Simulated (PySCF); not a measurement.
**SiC, CCSD(T): how much the basis matters**

PySCF, ROHF reference; triplet, unpaired electrons σ ↑, π ↑; De to Si + C without counterpoise correction. Frozen cores follow the default of each basis and core potential.

| basis | relativity | functions | Re (Å) | ωe (cm⁻¹) | De (eV) | frozen orbitals |
| --- | --- | --- | --- | --- | --- | --- |
| cc-pV(D+d)Z/cc-pVDZ | no relativity | 37 | 1.747 | 935 | 3.80 | 6 |
| aug-cc-pV(D+d)Z/aug-cc-pVDZ | no relativity | 55 | 1.752 | 924 | 3.85 | 6 |
| x2c-TZVPPall | spin-free X2C | 73 | 1.730 | 955 | 4.17 | 6 |
| def2-TZVPPD | no relativity | 85 | 1.731 | 955 | 4.19 | 6 |

Q: How does each smaller set differ from the one with most functions, def2-TZVPPD?

A: cc-pV(D+d)Z/cc-pVDZ: +1.6 pm, -2.1 % in ωe, -0.39 eV in De; aug-cc-pV(D+d)Z/aug-cc-pVDZ: +2.1 pm, -3.2 % in ωe, -0.34 eV in De; x2c-TZVPPall: -0.1 pm, +0.0 % in ωe, -0.02 eV in De. All at CCSD(T); the set with most functions is neither the basis-set limit nor always the best. The rows treat relativity differently, so the differences are not basis effects alone.

Correlated steps freeze 6 core orbitals. Correlated levels converge slowly with the basis: in double zeta they bind strong bonds too weakly, by up to about 1 eV, and carry superposition errors of some tenths. The CCSD T1 diagnostic is raised in SiC, a sign that a single reference may not be enough there. The state was picked by a PBE0 search and need not be the measured ground state.
